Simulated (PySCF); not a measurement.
# Shieldings and the share of exact exchange

Molecule: `C(#C)CCF`, C$_{4}$H$_{5}$F.

Molfile (atoms numbered from 1):
```
C4H5F
     RDKit          3D

 10  9  0  0  0  0  0  0  0  0999 V2000
    2.3793   -0.3748    0.3097 C   0  0  0  0  0  0  0  0  0  0  0  0
    1.2447   -0.3273   -0.1103 C   0  0  0  0  0  0  0  0  0  0  0  0
   -0.1333   -0.2536   -0.5712 C   0  0  0  0  0  0  0  0  0  0  0  0
   -1.0589    0.3381    0.4809 C   0  0  0  0  0  0  0  0  0  0  0  0
   -2.3399    0.3533   -0.0007 F   0  0  0  0  0  0  0  0  0  0  0  0
    3.3901   -0.4230    0.6694 H   0  0  0  0  0  0  0  0  0  0  0  0
   -0.1952    0.3577   -1.4870 H   0  0  0  0  0  0  0  0  0  0  0  0
   -0.4982   -1.2593   -0.8387 H   0  0  0  0  0  0  0  0  0  0  0  0
   -1.0279   -0.2637    1.4043 H   0  0  0  0  0  0  0  0  0  0  0  0
   -0.7553    1.3691    0.7277 H   0  0  0  0  0  0  0  0  0  0  0  0
  1  2  3  0
  2  3  1  0
  3  4  1  0
  4  5  1  0
  1  6  1  0
  3  7  1  0
  3  8  1  0
  4  9  1  0
  4 10  1  0
M  END
```

GIAO shieldings (ppm, equivalent atoms averaged) in PySCF on the PBE0-D3(BJ)/def2-SVP geometry, basis pcSseg-2, gas phase, non-relativistic:

| functional | exact exchange (%) | σ(C4) | σ(C2) | σ(C3) | σ(F5) |
| --- | --- | --- | --- | --- | --- |
| BLYP | 0 | 85.6 | 94.3 | 149.1 | 390.9 |
| BP86 | 0 | 91.3 | 97.6 | 154.0 | 395.6 |
| PBE | 0 | 91.1 | 97.3 | 154.1 | 393.8 |
| B3LYP | 20 | 92.6 | 96.9 | 154.8 | 404.1 |
| PBE0 | 25 | 99.2 | 100.5 | 160.6 | 409.2 |
| mPW1PW91 | 25 | 98.7 | 100.2 | 159.9 | 409.6 |
| HF | 100 | 114.9 | 109.6 | 172.0 | 437.6 |

**Question.** Fit each shielding as a line in the percentage of exact exchange.

**Answer.** σ(C4) = 90.0 + 0.26 x (rms 2.5 ppm); σ(C2) = 96.2 + 0.13 x (rms 1.3 ppm); σ(C3) = 153.0 + 0.20 x (rms 2.2 ppm); σ(F5) = 395.1 + 0.44 x (rms 2.5 ppm). The functionals also differ in their semilocal parts, which the line can't hold; Hartree–Fock has no correlation at all.

**Question.** What does the line predict for BHandHLYP (50 %), and what does the run give?

**Answer.** σ(C4): 103.0 predicted, 101.4 computed; σ(C2): 102.7 predicted, 101.2 computed; σ(C3): 163.0 predicted, 161.9 computed; σ(F5): 417.1 predicted, 419.0 computed ppm.
